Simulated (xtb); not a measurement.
acetic acid (C2H4O2), singlet, at a GFN2-xTB geometry; xtb 6.7.1 with GFN1-xTB.

xtb was given this input:
```
$ xtb mol.xyz --gfn 1 --chrg 0 --uhf 0 --json

# file mol.xyz
8

C     -0.00315599     0.15499744     0.00211695
O      0.17039265     1.34242476     0.01690963
O     -1.22753391    -0.39207402     0.00355055
H     -1.90744240     0.29943580     0.01779441
C      1.07040744    -0.89412184    -0.01979608
H      2.04770176    -0.42261924    -0.02046975
H      0.96302272    -1.53432562     0.85236222
H      0.95033928    -1.51055050    -0.90729357
```

Task: What does xtb print? Leave out banner, timings and long lists.

Result: 
```
   ID    Z sym.   atoms
    1    6 C      1, 5
    2    8 O      2, 3
    3    1 H      4, 6-8

           -------------------------------------------------
          |                Calculation Setup                |
           -------------------------------------------------

           -------------------------------------------------
          |                 G F N 1 - x T B                 |
           -------------------------------------------------

          ...................................................
          :                      SETUP                      :
          :.................................................:
          :  # basis functions                  24          :
          :  # atomic orbitals                  24          :
          :  # shells                           16          :
          :  # electrons                        24          :
          :  # halogen bonds                     0          :
          :  max. iterations                   250          :
          :  Hamiltonian                  GFN1-xTB          :
          :  restarted?                      false          :
          :  GBSA solvation                  false          :
          :  PC potential                    false          :
          :  electronic temp.          300.0000000     K    :
          :  accuracy                    1.0000000          :
          :  -> integral cutoff          0.2500000E+02      :
          :  -> integral neglect         0.1000000E-07      :
          :  -> SCF convergence          0.1000000E-05 Eh   :
          :  -> wf. convergence          0.2000000E-04 e    :
          :  Broyden damping             0.4000000          :
          :  net charge                          0          :
          :  unpaired electrons                  0          :
          ...................................................

 iter      E             dE          RMSdq      gap      omega  full diag
   1    -15.8207626 -0.158208E+02  0.785E+00    7.34       0.0  T
   2    -15.9319574 -0.111195E+00  0.450E+00    5.48       1.0  T
   3    -15.9339489 -0.199154E-02  0.210E+00    6.13       1.0  T
   4    -15.9383450 -0.439607E-02  0.151E-01    5.77       1.0  T
   5    -15.9385075 -0.162483E-03  0.542E-02    5.84       1.0  T
   6    -15.9385256 -0.180691E-04  0.495E-03    5.83       7.1  T
   7    -15.9385257 -0.179950E-06  0.154E-03    5.82      23.0  T
   8    -15.9385258 -0.216768E-07  0.342E-04    5.82     103.5  T
   9    -15.9385258 -0.330573E-09  0.209E-04    5.82     168.9  T
  10    -15.9385258 -0.426812E-09  0.151E-05    5.82    2337.9  T
  11    -15.9385258 -0.187050E-11  0.223E-06    5.82   15881.4  T

   *** convergence criteria satisfied after 11 iterations ***

         :::::::::::::::::::::::::::::::::::::::::::::::::::::
         ::                     SUMMARY                     ::
         :::::::::::::::::::::::::::::::::::::::::::::::::::::
         :: total energy             -15.800626784055 Eh    ::
         :: gradient norm              0.007348915992 Eh/a0 ::
         :: HOMO-LUMO gap              5.823718323700 eV    ::
         ::.................................................::
         :: SCC energy               -15.938525766575 Eh    ::
         :: -> electrostatic           0.088731264701 Eh    ::
         :: repulsion energy           0.139606126419 Eh    ::
         :: dispersion energy         -0.001707143899 Eh    ::
         :: halogen bond corr.         0.000000000000 Eh    ::
         :: add. restraining           0.000000000000 Eh    ::
         :: total charge               0.000000000000 e     ::
         :::::::::::::::::::::::::::::::::::::::::::::::::::::

           -------------------------------------------------
          |                Property Printout                |
           -------------------------------------------------

    * Orbital Energies and Occupations

         #    Occupation            Energy/Eh            Energy/eV
      -------------------------------------------------------------
         1        2.0000           -0.8351693             -22.7261
         2        2.0000           -0.8016429             -21.8138
         3        2.0000           -0.7119428             -19.3730
         4        2.0000           -0.6662258             -18.1289
         5        2.0000           -0.6322820             -17.2053
         6        2.0000           -0.6291595             -17.1203
         7        2.0000           -0.6081006             -16.5473
         8        2.0000           -0.5434769             -14.7888
         9        2.0000           -0.5434150             -14.7871
        10        2.0000           -0.5387537             -14.6602
        11        2.0000           -0.5314803             -14.4623
        12        2.0000           -0.4746607             -12.9162 (HOMO)
        13                         -0.2606430              -7.0925 (LUMO)
        14                         -0.1476750              -4.0184
        15                         -0.1333564              -3.6288
        16                         -0.0839200              -2.2836
        17                         -0.0800948              -2.1795
        18                          0.1028380               2.7984
        19                          0.2089100               5.6847
        20                          0.2516572               6.8479
        21                          0.2776326               7.5548
        22                          0.3484600               9.4821
        23                          0.4233421              11.5197
        24                          0.7310693              19.8934
      -------------------------------------------------------------
                  HL-Gap            0.2140177 Eh            5.8237 eV
             Fermi-level           -0.3676519 Eh          -10.0043 eV

  Mulliken/CM5 charges         n(s)   n(p)   n(d)
     1C     0.59202  0.63854   0.977  2.431  0.000
     2O    -0.52656 -0.57631   1.719  4.808  0.000
     3O    -0.51374 -0.71153   1.695  4.819  0.000
     4H     0.38025  0.55556   0.620  0.000  0.000
     5C    -0.12307 -0.26386   1.016  3.107  0.000
     6H     0.06047  0.11607   0.940  0.000  0.000
     7H     0.06531  0.12077   0.935  0.000  0.000
     8H     0.06531  0.12077   0.935  0.000  0.000

Wiberg/Mayer (AO) data.
largest (>0.10) Wiberg bond orders for each atom

 ---------------------------------------------------------------------------
     #   Z sym  total        # sym  WBO       # sym  WBO       # sym  WBO
 ---------------------------------------------------------------------------
     1   6 C    3.829 --     2 O    1.726     3 O    1.095     5 C    0.991
     2   8 O    1.968 --     1 C    1.726     3 O    0.132
     3   8 O    2.095 --     1 C    1.095     4 H    0.838     2 O    0.132
     4   1 H    0.873 --     3 O    0.838
     5   6 C    3.994 --     1 C    0.991     6 H    0.985     7 H    0.967
                             8 H    0.967
     6   1 H    1.003 --     5 C    0.985
     7   1 H    1.000 --     5 C    0.967
     8   1 H    1.000 --     5 C    0.967
 ---------------------------------------------------------------------------

Topologies differ in total number of bonds
Writing topology from bond orders to xtbtopo.mol

 dipole moment from electron density (au)
     X       Y       Z
  -0.3253  -0.7997  -0.0085  total (Debye):    2.194

           -------------------------------------------------
          | TOTAL ENERGY              -15.800626784055 Eh   |
          | GRADIENT NORM               0.007348915992 Eh/α |
          | HOMO-LUMO GAP               5.823718323700 eV   |
           -------------------------------------------------

normal termination of xtb
```
